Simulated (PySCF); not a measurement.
A database entry of computed molecular properties. Lists by class give the value and the number of equivalent atoms.

```json
{
 "name": "2-methylthiophene",
 "formula": "C5H6S",
 "smiles": "Cc1cccs1",
 "inchi": "InChI=1S/C5H6S/c1-5-3-2-4-6-5/h2-4H,1H3",
 "charge": 0,
 "multiplicity": 1,
 "geometry_level": "GFN2-xTB",
 "atoms_angstrom": [
  ["C", -1.99, 0.192, 0.013],
  ["C", -0.503, 0.161, 0.024],
  ["C", 0.326, -0.897, -0.174],
  ["C", 1.697, -0.558, -0.092],
  ["C", 1.893, 0.756, 0.168],
  ["S", 0.406, 1.611, 0.318],
  ["H", -2.376, 0.535, 0.973],
  ["H", -2.356, 0.874, -0.755],
  ["H", -2.381, -0.803, -0.187],
  ["H", -0.027, -1.893, -0.374],
  ["H", 2.496, -1.267, -0.221],
  ["H", 2.816, 1.289, 0.282]
 ],
 "electronic_structure_code": "PySCF",
 "results": {
  "GFN2-xTB geometry": {
   "point_group": "Cs",
   "rotational_constants_GHz": [5.28, 3.166, 2.004]
  },
  "wB97X-D/def2-SVPD ground state and vertical TDDFT (core frozen in the response)": {
   "dipole_D": 0.75,
   "homo_eV": -8.38,
   "lumo_eV": 1.38,
   "S1_eV": 5.65,
   "strongest_line_of_8_singlets_eV": 5.65,
   "T1_tda_eV": 3.77,
   "polarisability_au": 73.9,
   "r2_bohr2_about_centre_of_nuclear_charge": 626.8,
   "singlets_eV_and_f": [
    [5.65, 0.118],
    [5.97, 0.093],
    [6.08, 0.001],
    [6.38, 0.0],
    [6.68, 0.002],
    [7.22, 0.002],
    [7.32, 0.005],
    [7.55, 0.017]
   ],
   "triplets_tda_eV": [3.77, 4.77, 5.84]
  },
  "PBE0/pcSseg-1 ground state and GIAO shieldings, non-relativistic": {
   "shift_vs_computed_TMS_C_by_class_ppm": [
    [151.1, 1],
    [132.9, 1],
    [130.5, 1],
    [129.3, 1],
    [18.4, 1]
   ],
   "shift_vs_computed_TMS_H_by_class_ppm": [
    [7.02, 1],
    [6.95, 1],
    [6.88, 1],
    [2.66, 3]
   ],
   "shielding_other_nuclei_by_class_ppm": [
    ["S", 272.6, 1]
   ],
   "charges_hirshfeld_e_by_atom": [-0.12, -0.02, -0.08, -0.08, -0.09, 0.09, 0.05, 0.05, 0.05, 0.05, 0.05, 0.05]
  }
 }
}
```

The rotational constants make it an asymmetric top with κ = (2B − A − C)/(A − C) = -0.29, nearer the prolate limit (−1). The vertical singlet–triplet gap S1 − T1 is 1.88 eV (TDDFT singlet less Tamm–Dancoff triplet; S1: HOMO→LUMO, weight 0.96; T1: HOMO→LUMO, weight 0.94). With B = h/(8π²I), that is 505.379 GHz u Å² over I, the principal moments of inertia are 95.7, 159.6 and 252.2 u Å² (most abundant isotopes); the inertial defect Ic − Ia − Ib is -3.1 u Å² (zero for a rigid planar frame, negative otherwise). The principal polarisabilities are 51.1, 82.0 and 88.7 au; their mean is the isotropic value. S1 lies 4.11 eV below the HOMO–LUMO gap; its leading configuration is HOMO→LUMO, weight 0.96.

Isolated species at its GFN2-xTB geometry, gas phase.
